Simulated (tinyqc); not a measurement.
Worked calculation: Hueckel theory of the pi electrons, for the molecule C=C(O)Cl (SMILES; centres numbered as the heavy atoms are written). One step of it, computed by the program tinyqc.

Problem. Energy, charges, bond orders. E = sum n x; q_r = z_r - P_rr; bond order p = P_rs; free valence = sqrt(3) - sum of p over the bonds of the atom.

x values: [2.402715, 2.000000, 0.732953, -1.135668]

occupations: [2.000000, 2.000000, 2.000000, 0.000000]

charge and bond-order matrix P, order 1C, 2C, 3O, 4Cl:
```
[[1.164815, 0.948493, -0.241988, -0.120994],
 [0.948493, 0.922827, 0.274818, 0.137409],
 [-0.241988, 0.274818, 1.929886, -0.035057],
 [-0.120994, 0.137409, -0.035057, 1.982471]]
```

Centres:
```
centre  z_r, pi electrons of the neutral centre         h
1C                                            1  0.000000
2C                                            1  0.000000
3O                                            2  2.000000
4Cl                                           2  2.000000
```

Bonds:
```
i  j         k
1  2         1
2  3  0.800000
2  4  0.400000
```

Give: pi energy = 6 alpha + this times beta; pi charges; Bond orders and lengths from R = 1.517 - 0.180 p; free valence of the carbons; gap between the highest filled and the next level.

Solution.

pi energy = 6 alpha + this times beta = 10.2713

pi charges: [-0.1648, 0.0772, 0.0701, 0.0175]

Bond orders and lengths from R = 1.517 - 0.180 p (angstrom, C-C alone):
```
bond       p       R
1-2   0.9485  1.3463
2-3   0.2748       -
2-4   0.1374       -
```

free valence of the carbons: [0.7836, 0.3713]

gap between the highest filled and the next level = 1.8686 |beta|
